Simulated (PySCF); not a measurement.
**C2Cl4 (tetrachloroethylene) at SVWN5/def2-SVP**

What is the vertical singlet–triplet gap of C2Cl4 (tetrachloroethylene) at SVWN5/def2-SVP? The job is set up through a Python script.

Program for the calculation: PySCF 2.14.0.

1 further run of the same task is left out (set aside as unsound or not needed). Runs told in other sessions of the task aren't counted.

## Step 1: Starting point

The species is C2Cl4 (6 atoms), meant as a singlet with charge 0. As SMILES, `ClC(Cl)=C(Cl)Cl`. The coordinates come from a GFN2-xTB relaxation.

Bond lengths: Cl1–C2 1.712 Å, C2–Cl3 1.712 Å, C2–C4 1.338 Å, C4–Cl5 1.712 Å, C4–Cl6 1.713 Å. Angles: Cl1–C2–Cl3 116.0°, Cl1–C2–C4 122.0°, Cl3–C2–C4 122.0°, C2–C4–Cl5 122.0°, C2–C4–Cl6 121.9°, Cl5–C4–Cl6 116.0°.

## Step 2: A single-point energy at SVWN5/def2-SVP

start.xyz reads:

```xyz
6
C2Cl4
Cl    -0.703330    -2.024400     0.026040
C     -0.587040    -0.316420     0.055860
Cl    -2.062670     0.533500     0.232310
C      0.587350     0.315980    -0.055350
Cl     2.062820    -0.533130    -0.232300
Cl     0.702870     2.024460    -0.026560
```

calc.py reads:

```python
from pyscf import gto, dft

mol = gto.Mole()
mol.atom = 'start.xyz'
mol.verbose = 3
mol.basis = 'def2-svp'
mol.max_memory = 1860
mol.build()

ks = dft.RKS(mol)
ks.xc = 'svwn'
ks.grids.level = 5
ks.conv_tol = 1e-10
ks.kernel()
if not ks.converged:
    ks = ks.newton().run(ks.mo_coeff, ks.mo_occ)

e_tot = ks.e_tot
print('E = %.10f Eh' % e_tot)
```

On the command line:

```sh
$ OMP_NUM_THREADS=1 python calc.py
```

Output:

```text
<dir> SyntaxWarning: invalid escape sequence '\W'
  S = {(paw_set(r)[0], bool(re.search(r"spin_orbit\W+true|paw_fr", str((r.get("files") or {}).get("input") or "")) or re.search("(?i)spin.orbit\W+(value\W+)?(true|yes)|value\W+spin-orbit", json.dumps(r.get("inputs"), default=str)))) for r in records}
converged SCF energy = -1909.73444930139
E = -1909.7344493014 Eh
```

Run time: 14 s. Hardware: 1 thread of Arm Neoverse V1, shared host; peak memory 0.34 GiB.

## Step 3: The triplet

input.py reads:

```python
from pyscf import gto, dft

mol = gto.M(
    atom='''
Cl      -0.703330      -2.024400       0.026040
C       -0.587040      -0.316420       0.055860
Cl      -2.062670       0.533500       0.232310
C        0.587350       0.315980      -0.055350
Cl       2.062820      -0.533130      -0.232300
Cl       0.702870       2.024460      -0.026560
''',
    verbose=3,
    max_memory=1860,
    spin=2,
    basis='def2-svp',
    charge=0,
)

ks = dft.UKS(mol)
ks.xc = 'svwn'
ks.grids.level = 5
ks.conv_tol = 1e-10
ks.kernel()
if not ks.converged:
    ks = ks.newton().run(ks.mo_coeff, ks.mo_occ)

e_final = ks.e_tot
print('Final energy', e_final)
```

On the command line:

```sh
$ OMP_NUM_THREADS=1 python input.py
```

Output:

```text
<dir> SyntaxWarning: invalid escape sequence '\W'
  S = {(paw_set(r)[0], bool(re.search(r"spin_orbit\W+true|paw_fr", str((r.get("files") or {}).get("input") or "")) or re.search("(?i)spin.orbit\W+(value\W+)?(true|yes)|value\W+spin-orbit", json.dumps(r.get("inputs"), default=str)))) for r in records}

WARN: HOMO -0.0752821230000769 >= LUMO -0.248942756123773

WARN: HOMO -0.0847071156886878 >= LUMO -0.20079972326067

WARN: HOMO -0.0631299444703672 >= LUMO -0.188140244415508

WARN: HOMO -0.0777264914228772 >= LUMO -0.199519786002023

WARN: HOMO -0.0767562775481765 >= LUMO -0.197704479079233

WARN: HOMO -0.0771170238808034 >= LUMO -0.197769997298605

WARN: HOMO -0.0771648891323373 >= LUMO -0.197741078394846

WARN: HOMO -0.077159342138263 >= LUMO -0.19773476633358

WARN: HOMO -0.0771569138284236 >= LUMO -0.197733376495844

WARN: HOMO -0.0771579227634627 >= LUMO -0.197734241034997

WARN: HOMO -0.0771581439497107 >= LUMO -0.197734463566387

WARN: HOMO -0.0771579240260993 >= LUMO -0.197734313180185

converged SCF energy = -1909.59527165966  <S^2> = 2.0033783  2S+1 = 3.0022513
Final energy -1909.5952716596635
```

Run time: 28 s. Hardware: 1 thread of Arm Neoverse V1, shared host; peak memory 0.34 GiB.

## Step 4: Summary of results

At SVWN5/def2-SVP:

| quantity | value |
| --- | --- |
| singlet: total energy | -1909.73445 Eh |
| singlet: dipole moment | 0.00 D |
| singlet: HOMO energy | -5.99 eV |
| singlet: LUMO energy | -1.73 eV |
| singlet: HOMO–LUMO gap | 4.26 eV |
| triplet: total energy | -1909.59527 Eh |
| triplet: dipole moment | 0.00 D |
| triplet: HOMO energy (highest over α and β) | -2.10 eV |
| triplet: ⟨S²⟩ | 2.003 |
| vertical energy of the triplet above the singlet | 3.787 eV |

**Reading.** At this shape the triplet lies 3.79 eV (87 kcal/mol) above the singlet. Mulliken charges (triplet) run from -0.08 on C2 to +0.04 on Cl5.
